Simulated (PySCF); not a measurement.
Molecule: `S(C)(C)=O`, C2H6OS.

Structure with atom numbers: `[CH3:1][S:2]([CH3:3])=[O:4]` (H(Xn): hydrogen on atom n).

Geometry PBE0-D3(BJ)/def2-SVP throughout; GIAO in PySCF 2.14.0 with density-fitted response routines, gas phase, one conformer, non-relativistic; equivalent atoms averaged; functional PBE0.

For orientation, cc-pVDZ gives these shifts δ (against TMS, CS2, H2O at the same level): C1/C3 43.1, S2 254.6, O4 69.0, H(C1)/H(C3) 2.05 ppm.

A run gave: C1/C3 44.3, S2 339.7, O4 60.2, H(C1)/H(C3) 2.16 ppm (shifts δ (against TMS, CS2, H2O at the same level)).

Which basis set was used in that run?
A. STO-3G
B. def2-TZVP
C. pcSseg-2
D. def2-SVP
E. aug-cc-pVDZ

## Answers

B. S2 tells them apart best: def2-TZVP gives 339.7, def2-SVP gives 263.7, STO-3G gives 12.6, pcSseg-2 gives 322.8, aug-cc-pVDZ gives 265.3 ppm.
